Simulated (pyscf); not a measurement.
Optimised with ωB97X-D3(BJ)/def2-SVP in PySCF.

Question: For the elementary gas-phase step H₂C=CH–CH₃ + F–F → H₃C–CH(F)–CH₂–F (singlet surface; F–F broken, C–F, C–F formed), what barrier and reaction energy does ωB97M-D3(BJ)/def2-TZVP give, measured from the separated reactants?

Answer: ΔE‡ = 67.0 kJ/mol, ΔE = -527.3 kJ/mol. Zero-point energy shifts the barrier by +3.4 kJ/mol. It is an addition across a multiple bond or ene-type step, with an imaginary mode of 266i cm⁻¹. At the saddle there is also a short C–F contact that neither side keeps. From the product side, H₃C–CH•–F + •H₂C–F lies, by one bond made or cut, 192.8 kJ/mol under this saddle at ωB97M-D3(BJ). This is the saddle that the search found; another between the same sides may lie lower. One closed-shell reference is unstable to symmetry breaking; treat the single-reference values with care.
